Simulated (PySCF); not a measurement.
# Reproducing measurements on furan

**The experiment to reproduce.**

NIST CCCBDB Release 22 (SRD 101), experimental dipoles lists, for the gas: dipole moment (microwave Stark effect) 0.66 D.

From NIST CCCBDB Release 22 (SRD 101), experimental polarizabilities, for the gas: mean polarisability 7.23 Å³.

How close the calculation comes is told at the end.

Compound: furan, C₄H₄O.
Numbering: `[cH:1]1[cH:2][cH:3][o:4][cH:5]1` (hydrogens: H6 on C1; H7 on C2; H8 on C3; H9 on C5)

Cartesian coordinates in Å at the PBE0-D3(BJ)/def2-TZVP level; atoms count from 1:
```xyz
9
C4H4O angstrom
C     -0.628    0.342    0.723
C      0.551    0.855    0.103
C      0.934   -0.079   -0.798
O      0.083   -1.128   -0.785
C     -0.861   -0.859    0.145
H     -1.220    0.807    1.495
H      1.044    1.793    0.303
H      1.753   -0.144   -1.495
H     -1.622   -1.610    0.277
```

The PySCF runs (gas phase, on this PBE0-D3(BJ)/def2-TZVP geometry; no spin–orbit coupling):

```
                              level                                                                                         job  basis functions  wall time
PBE0-D3(BJ)/def2-TZVP, grid level 2                                geometry optimisation from a GFN2-xTB start shaken at random              179       97 s
                     B97-2/pcSseg-2                                                          shieldings, ring-centre shieldings              236       17 s
                       KT3/pcSseg-2                                                          shieldings, ring-centre shieldings              236       27 s
                      PBE0/pcSseg-2                             shieldings, ring-centre shieldings, charges and field gradients              236       18 s
                   wB97X-D/pcSseg-2                                                          shieldings, ring-centre shieldings              236       22 s
              CAM-B3LYP/aug-cc-pVTZ                          10 singlets by full TDDFT, 4 Tamm–Dancoff triplets, polarisability              322       42 s
                   PBE0/aug-cc-pVTZ  10 singlets by full TDDFT, 4 Tamm–Dancoff triplets, polarisability, dynamic polarisability              322       43 s
                wB97X-D/aug-cc-pVTZ               10 singlets by full TDDFT, 4 Tamm–Dancoff triplets, polarisability, ΔSCF ions              322       70 s
                        B3LYP/pcJ-2                                                 spin–spin couplings from 9 perturbed nuclei              351       60 s
                        B97-2/pcJ-2                                                 spin–spin couplings from 9 perturbed nuclei              351       66 s
                         PBE0/pcJ-2                                                 spin–spin couplings from 9 perturbed nuclei              351       61 s
```

Hardware: one thread, Arm Neoverse V1 (aarch64), shared host.

## Comparison

**Dipole moment.** Measured: 0.66 D (NIST CCCBDB Release 22 (SRD 101), experimental dipoles).

```json
{"level": "PBE0-D3(BJ)/def2-TZVP", "computed (D)": "0.57", "computed − measured (D)": "-0.09", "% (from the printed values)": "-14"}
{"level": "B97-2/pcSseg-2", "computed (D)": "0.59", "computed − measured (D)": "-0.07", "% (from the printed values)": "-11"}
{"level": "KT3/pcSseg-2", "computed (D)": "0.54", "computed − measured (D)": "-0.12", "% (from the printed values)": "-18"}
{"level": "PBE0/pcSseg-2", "computed (D)": "0.59", "computed − measured (D)": "-0.07", "% (from the printed values)": "-11"}
{"level": "wB97X-D/pcSseg-2", "computed (D)": "0.60", "computed − measured (D)": "-0.06", "% (from the printed values)": "-9"}
{"level": "CAM-B3LYP/aug-cc-pVTZ", "computed (D)": "0.66", "computed − measured (D)": "0.00", "% (from the printed values)": "0"}
{"level": "PBE0/aug-cc-pVTZ", "computed (D)": "0.60", "computed − measured (D)": "-0.06", "% (from the printed values)": "-9"}
{"level": "wB97X-D/aug-cc-pVTZ", "computed (D)": "0.61", "computed − measured (D)": "-0.05", "% (from the printed values)": "-8"}
{"level": "B3LYP/pcJ-2", "computed (D)": "0.62", "computed − measured (D)": "-0.04", "% (from the printed values)": "-6"}
{"level": "B97-2/pcJ-2", "computed (D)": "0.59", "computed − measured (D)": "-0.07", "% (from the printed values)": "-11"}
{"level": "PBE0/pcJ-2", "computed (D)": "0.59", "computed − measured (D)": "-0.07", "% (from the printed values)": "-11"}
```

Closest is CAM-B3LYP/aug-cc-pVTZ (0.00 D), furthest KT3/pcSseg-2 (-0.12 D); one molecule doesn't rank methods. The computed dipoles belong to one fixed geometry; measured ones are averaged over vibrations unless marked μe. Magnitudes are compared, not signs.

**Mean polarisability.** Measured: 7.23 Å³ (NIST CCCBDB Release 22 (SRD 101), experimental polarizabilities).

| level | computed (Å³) | computed − measured (Å³) | % (from the printed values) |
| --- | --- | --- | --- |
| CAM-B3LYP/aug-cc-pVTZ | 7.13 | -0.10 | -1 |
| PBE0/aug-cc-pVTZ | 7.14 | -0.09 | -1 |
| wB97X-D/aug-cc-pVTZ | 7.13 | -0.10 | -1 |

All 3 levels lie below the measurement. The computed values are static and purely electronic, with core orbitals frozen in the response (1 au = 0.148185 Å³). The table of measured values doesn't say here whether a value is static or optical, or holds a vibrational part.

The geometry is computed, not the measured one. Where a level misses, the cause wasn't examined.
